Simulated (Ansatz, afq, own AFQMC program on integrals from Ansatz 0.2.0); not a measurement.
Integrals from Ansatz 0.2.0, then the random walk in our own AFQMC program (afq).

```yaml
crystal:
  periodic: [false, false, false]
  atoms:
    - {symbol: B, position_ang: [0.000000, 0.000000, 0.000000]}
    - {symbol: O, position_ang: [0.000000, 0.000000, 1.335000]}
basis:
  gaussian: {orbitals: 6-31G}
magnetization: {spin_polarized: true, initial_magnetization: 1}
correlation: {method: ccsd_t, electrons: outside_noble_gas, hamiltonian_folder: ham}
```

```sh
$ ansatz run in.yaml --threads 1 --pin off --events-out ev --progress --plain --max-ram 24576MiB --backend cuda --devices 0, --max-vram 18GiB
```

Options of the walk:

```
--method phaseless --trial hf --walkers 4000 --populations 20 --least-time 40 --time-step 0.005 --steps-per-block 20 --equilibration-blocks 112 --max-blocks 4000 --target-error 0.0009000 --factor-cut 1e-05 --start spin_pure --seed 5634 --taylor-order 6
```

Times are imaginary, in 1/Eh. The walk had a cap of 49 s. With eight or more populations the least sampling time is a fifth of least-time, and the error comes from their spread.

Output of the walk:

```
orbitals 16  electrons 5 4  factors 91 of 201
reference energy -99.45317592 Eh
CCSD correlation -0.18604071 Eh in 13 cycles, weight of the determinant in the CISD state 0.8675
energy of the start -99.459598 Eh
 block  time / (1/Eh)  mean weight  energy / Eh
     1     0.100  1.0007  -99.502400
     2     0.200  1.0010  -99.535186
     3     0.300  1.0015  -99.557352
     4     0.400  1.0013  -99.576334
     5     0.500  1.0009  -99.585220
     8     0.800  1.0007  -99.611286
    13     1.300  1.0003  -99.623315
    49     4.900  1.0002  -99.655193
    85     8.500  1.0002  -99.654049
   121    12.100  0.9997  -99.641863
   157    15.700  0.9999  -99.657638
   193    19.300  0.9998  -99.647549
   205    20.500  1.0001  -99.663385
   229    22.900  1.0000  -99.656220
   265    26.500  0.9999  -99.652281
   277    27.700  0.9999  -99.638025
   301    30.100  1.0000  -99.654318
   337    33.700  0.9999  -99.661093
   373    37.300  1.0000  -99.656724
   409    40.900  1.0003  -99.652564
   445    44.500  0.9999  -99.648744
   481    48.100  1.0001  -99.649038
error from the spread of 20 populations
energy -99.652275 +/- 0.001182 Eh
(rows thinned)
```

The run passed its tests (sampling time, drift between the halves within three errors, error under three times the target), which doesn't prove that it has relaxed, ending at its cap on processor time.

Against this walk (error 32.2 meV) on the same determinant: CCSD(T) 124.4 meV higher, CCSDT(Q) 21.8 meV higher (within the noise), CCSDTQ 38.5 meV higher (within the noise), full CI 40.6 meV higher (within the noise), a separate phaseless walk with a CISD trial and standard settings 69.0 ± 32.4 meV higher. The error is statistical and leaves out the bias of the constraint. The determinant has ⟨S²⟩ = 0.95, so the low cluster orders mix in higher spin, while the walk starts as a pure doublet.

Cautions: constraint bias not in the error; error above the target (32.2 against 24.5 meV); strong correlation (T1 0.052, weight of the determinant 0.87, largest double 0.09); unrestricted determinant spin contaminated (⟨S²⟩ 0.95 against 0.75).

The walk took 49 s on 1 × NVIDIA H100 80GB HBM3 with 2 threads of AMD EPYC 7R13 Processor (Zen 3), with other jobs on the host (the card was shared). The log's last line is the phaseless energy.

CCSDT and higher add their correlation energy to the determinant of the CCSD(T) run, since their own runs factorise the integrals more tightly (a shift of under 2 meV). A walk keeps the symmetry of its determinant, which the program's search chose and which needn't be the lowest solution, so a lower state of the same spin and another symmetry isn't excluded.
